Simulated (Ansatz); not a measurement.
Ideal-gas functions of `BB` at 800 K and 1 bar, from an Ansatz frequency run at PBE0-D4/def2-TZVP.

Molar mass 25.66 g/mol, point group D2d (symmetry number 4), electronic degeneracy 1, moments of inertia 4.169, 24.909, 24.909 u Å². Harmonic wavenumbers (cm⁻¹, unscaled): 375, 375, 570, 877, 983, 983, 1119, 1190, 2553, 2574, 2626, 2626.

Use S(trans) = R[1.5 ln M + 2.5 ln T − 1.1517]; rotational temperatures θ = 24.2544 K / I; S(rot) = R[ln(√π/σ · √(T³/θAθBθC)) + 1.5]; for each mode x = 1.438777 ν̃/T, S = R[x/(eˣ − 1) − ln(1 − e⁻ˣ)] and H = RT x/(eˣ − 1); 1 cm⁻¹ = 0.0119627 kJ/mol; R = 8.31446 J/(mol·K).

Problem. By hand: the entropy, in J/(mol·K).

Solution. Translation 169.8. Rotation: θ = 5.8178, 0.9737, 0.9737 K, giving 82.0. Vibration, mode by mode: 11.75, 11.75, 8.46, 5.34, 4.58, 4.58, 3.77, 3.41, 0.48, 0.46, 0.43, 0.43, in all 55.4. Electronic 0.0. Sum 307.2 J/(mol·K).

Problem. By hand: H − E and G − E in kJ/mol, counted from the electronic energy.

Solution. Zero-point energy ½ × 16851 × 0.0119627 = 100.8; thermal vibration 25.8; translation, rotation and pV give 4 RT = 26.6. H − E = 153.2 kJ/mol, and G − E = 153.2 − 800 × 307.2/1000 = -92.6 kJ/mol.

Vibration gives 18 % of the entropy.
